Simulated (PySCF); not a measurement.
## `[BH3-]C#[O+]`: ΔSCF against reference XPS values

The experiment to reproduce (core binding energies): B 1s of B1 195.10 eV [1]; B 1s of B1 195.15 eV [2]; C 1s of C2 296.18 eV [1]; O 1s of O3 542.05 eV [1]. Sources and the comparison follow the method.

Compound: CH3BO.
Geometry (PBE0-D3(BJ)/def2-TZVP, Å), atoms numbered from 1 in this order:
```xyz
6
CH3BO angstrom
B     -0.6585   -0.0543    0.0526
C      0.8533   -0.0573    0.0946
O      1.9798   -0.0603    0.1260
H     -0.9419   -0.9537   -0.7039
H     -0.9933   -0.2500    1.1976
H     -0.9473    1.0442   -0.3612
```

Computed with delta-SCF UKS SCAN, pcX-3 on the ionised atom, pcseg-2 elsewhere, spin-free X2C (PySCF 2.14.0). Binding energies are ΔSCF values: E(core-ionised, relaxed orbitals) − E(ground state) at a fixed geometry, referred to the vacuum level.

```
atom            environment  level  this calculation (eV)  reference (eV)  difference (eV)  source
  B1  four-coordinate boron   B 1s                 194.96          195.10            -0.14     [1]
  B1  four-coordinate boron   B 1s                 194.96          195.15            -0.19     [2]
  C2   triply bonded carbon   C 1s                 295.71          296.18            -0.47     [1]
  O3     oxygen bonded to C   O 1s                 541.65          542.05            -0.40     [1]
```

[1] measured, gas; Beach, A photoelectron spectroscopic study of bonding in inorganic and organometallic compounds, PhD thesis, LBL 1985
[2] measured, gas; Besley, J. Chem. Theory Comput. 2021, 17, 3644 (DFT calculations of core-electron binding energies at the K-edge of heavier elements)

Question: How well does this level of theory reproduce the measurements here?

Answer: Over the 4 different measured values (3 distinct lines) the mean signed difference is -0.30 eV, the mean unsigned one 0.30 eV and the largest 0.47 eV. The calculation is vertical and has no vibrational structure, and measured positions depend on the energy calibration.

Geometry: PBE0-D3(BJ)/def2-TZVP; no solvent, vibrations or thermal averaging.
